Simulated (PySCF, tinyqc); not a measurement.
The basis set: RHF and MP2 along a ladder of basis sets, for CH+, spin multiplicity 1. Computed by the program tinyqc with PySCF. Same geometry throughout; the dipole is taken about the origin.

Geometry (angstrom):
```
atom       x       y       z
C     0.0000  0.0000  0.0000
H     0.0000  0.0000  1.0420
```

RHF and frozen-core MP2 in a ladder of bases:
```
basis        functions  E(RHF) (hartree)  E(MP2 corr) (hartree)  HOMO (eV)  LUMO (eV)  dipole (debye)
sto-3g               6         -37.43986               -0.03018    -23.822     -8.188           2.158
3-21g               11         -37.67646               -0.04300    -23.916     -9.183           2.463
6-31g               11         -37.87848               -0.04157    -23.814     -9.039           2.462
cc-pvdz             19         -37.89616               -0.06688    -24.079     -9.089           2.310
aug-cc-pvdz         32         -37.89667               -0.06818    -24.076     -9.145           2.285
cc-pvtz             44         -37.90420               -0.08374    -24.090     -9.101           2.290
```

Estimate the missing row, basis = 6-31g**.

Computed row:
```
basis    functions  E(RHF) (hartree)  E(MP2 corr) (hartree)  HOMO (eV)  LUMO (eV)  dipole (debye)
6-31g**         19         -37.89401               -0.06908    -24.036     -8.995           2.334
```

From cc-pVDZ to cc-pVTZ the RHF energy falls by 8.0 mhartree and the correlation energy by 16.9. If valence correlation converges as X^-3, (27 E(T) - 8 E(D))/19 gives -0.0908 hartree, a rough estimate from such small X that usually falls short; STO-3G holds about 33 % of it. Beyond STO-3G the LUMO moves by 0.2 eV and the HOMO by 0.3 eV. The restricted reference is unstable here: a spin-polarised solution lies 0.0099 hartree lower (PySCF, cc-pVDZ), so results built on it describe a poor reference.
